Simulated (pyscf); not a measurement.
Single points on ωB97X-D3(BJ)/def2-SVP structures (PySCF, gas phase).

H₂N–B(NH₂)–NH₂ + borane (BH₃) -> H₂N–BH–NH₂ + H₂B–NH₂
Surface: singlet. Broken: B–N, B–H. Formed: B–H, B–N. Give ΔE‡ and ΔE from ωB97M-D3(BJ)/def2-TZVP, relative to the separated reactants.

ΔE‡ = -27.2 kJ/mol, ΔE = -93.9 kJ/mol. Zero-point energy shifts the barrier by +18.9 kJ/mol. It is a four-centre exchange, with an imaginary mode of 336i cm⁻¹. On the reactant side the descent ends in an adduct with a B–N contact (not fully relaxed), 122.0 kJ/mol under the separated species and 96.6 kJ/mol under the saddle at ωB97X-D3(BJ)/def2-TZVP. At ωB97M-D3(BJ) the saddle lies under the separated reactants, which points to a path from their complex (located at ωB97X-D3(BJ) alone). What is counted as formed (B–N) is already present as a longer contact in the reactant adduct; forming that adduct is a step of its own. The products may also form a dative adduct at H₂N–BH–NH₂; it and routes through it were not searched. One saddle was located; it need not be the lowest between these sides.
